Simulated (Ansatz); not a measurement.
A structure drawn as `N=C(O)C=CF`, with this starting geometry:

Cartesian coordinates in Å:
```
N 0.625 -0.469 1.472
C -0.278 0.081 0.786
O -1.323 0.546 1.472
C -0.484 0.230 -0.680
C 0.463 -0.059 -1.538
F 1.648 -0.649 -1.171
H 1.416 -0.751 0.802
H -1.142 0.301 2.384
H -1.355 0.729 -0.947
H 0.430 0.042 -2.581
```

The species carries charge 0 and has multiplicity 1.

(1) Does it keep its bonds when Ansatz relaxes it at PBE-D4/def2-SVP and then PBE0-D4/def2-TZVP?

(2) Give the relaxed structure. (Estimate.)

Atoms count as bonded under 1.1 times the sum of their covalent radii (H–H under 0.85 Å, pairs among N, O and F under 1.55 Å), and a drawn bond as lost past 1.3 times.

Results:

(1) Yes, every drawn bond is still there and no new one forms.

(2) Computed: 
Z-matrix (Å, degrees):
```
C
O 1 1.348
C 1 1.468 2 110.2
N 1 1.265 2 119.5 3 -180.0
H 2 0.967 1 105.7 3 180.0
C 3 1.324 1 126.9 2 178.9
H 3 1.083 1 116.7 2 -1.0
H 4 1.012 1 112.0 2 180.0
F 6 1.331 3 123.5 1 0.1
H 6 1.083 3 124.4 1 -179.9
```
No frequency check was run.
